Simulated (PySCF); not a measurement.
# COP: the cost of one run

Computed with PySCF 2.14.0, with density-fitted response routines of our own, on a single molecule in the gas phase. Atoms count from 0, in the outputs and in this text.

### 1 Starting geometry

3 atoms, charge -1, multiplicity 1; geometry from: GFN2-xTB.

Bonds of the start (Å): O0–C1 1.19, C1–P2 1.58.

### 2 Relaxing the molecule at PBE0-D3(BJ)/def2-SVP

Job settings and geometry (Å):

```
{"job": {"xc": "PBE0", "basis": "def2-SVP", "d3": "d3bj", "grid": 1, "kind": "geom"}, "charge": -1, "multiplicity": 1}
O      0.000000     0.000000    -1.321020
C      0.000000     0.000000    -0.129610
P      0.000000     0.000000     1.450630
```

**Question.** How long does this first job take on 2 threads of Arm Neoverse V2, shared host?

About 1.9 s.
